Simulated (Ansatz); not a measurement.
HB–AlH, triplet in 6-31G: errors against full CI

Geometry: a point of a stretch scan, not a stationary point.

```json
{"atom": "B", "x (Å)": "0.0000", "y (Å)": "0.0000", "z (Å)": "0.7871"}
{"atom": "Al", "x (Å)": "0.0000", "y (Å)": "0.0000", "z (Å)": "-1.1217"}
{"atom": "H", "x (Å)": "0.0000", "y (Å)": "0.0000", "z (Å)": "3.0271"}
{"atom": "H", "x (Å)": "0.0000", "y (Å)": "0.0000", "z (Å)": "-2.6925"}
```

Basis 6-31G; Ansatz 0.2.0. Correlated methods freeze the noble-gas cores, which leaves 8 electrons in 20 orbitals. Prefix R: restricted or restricted open-shell reference; prefix U: unrestricted. Active spaces: pair = (4e, 4o) about the gap; valence = (8e, 10o) chosen from the atoms' valence shells.

Full CI is exact within this basis and frozen core; it isn't the basis-set limit. The frozen core follows each run's orbitals, which can shift R against U totals by a few meV.

Unrestricted rows (U) aren't spin-pure: their determinants' ⟨S²⟩ exceeds S(S+1) by up to 0.76, so they mix in states of higher spin. For open shells CISD and CISDTQ are restricted-active-space CI with the open shells as a complete middle space.

* UHF ⟨S²⟩: 2.757
* T1 diagnostic (RCCSD): 0.0671
* largest doubles amplitude (RCCSD): 0.208
* T1 diagnostic (UCCSD): 0.0622

| level | E − E(full CI) (meV) | share of correlation (%) | wall time |
| --- | --- | --- | --- |
| RHF | 4058 | 0.00 | – |
| UHF | 2690 | 33.72 | – |
| RMP2 | 1506 | 62.90 | – |
| UMP2 | 1048 | 74.17 | – |
| CISD | 564 | 86.11 | 0.78 s |
| RCCSD | 213 | 94.76 | – |
| UCCSD | 192 | 95.28 | – |
| RCCSD(T) | 58 | 98.58 | 2 s |
| UCCSD(T) | 90 | 97.79 | 2.3 s |
| BCCD(T) | 73 | 98.21 | 1.8 s |
| RCCSDT | 15 | 99.63 | – |
| UCCSDT | 15 | 99.64 | – |
| CISDTQ | 27 | 99.32 | 7.5 s |
| RCCSDT(Q) | 3 | 99.92 | 4.4 s |
| UCCSDT(Q) | 4 | 99.91 | 4.6 s |
| CASSCF (pair space) | 2330 | 42.58 | – |
| NEVPT2 (pair space) | 759 | 81.30 | 0.39 s |
| MRCISD (pair space) | 199 | 95.10 | – |
| MRCISD+Q (pair space) | 22 | 99.47 | 0.63 s |
| CASSCF (valence space) | 576 | 85.82 | – |
| NEVPT2 (valence space) | 172 | 95.75 | 3.9 s |
| MRCISD (valence space) | 16 | 99.60 | – |
| MRCISD+Q (valence space) | 7 | 99.84 | 6 s |
| MRCISD+Q(relaxed) (valence space) | -1 | 100.04 | 7.5 s |

The correlation energy at full CI, counted from RHF, is -4.058 eV. That run took 78 s on 1 thread of Arm Neoverse V2, shared host over 5,840,512 determinants.

Times hold each run's SCF and search for its determinant on a shared host, so for small cases they say little of a method's own cost; they ran on 1 thread of Arm Neoverse V2. Some runs computed forces too.

The full-CI state has the irrep A2 of C2v, in the program's axes (one component, if the state is degenerate).

Natural occupations of full CI about the gap: 1.960 1.941 1.692 0.971 0.971 0.303 0.051 0.038 0.038 0.013; effectively unpaired electrons, Σ n²(2−n)², 2.57.
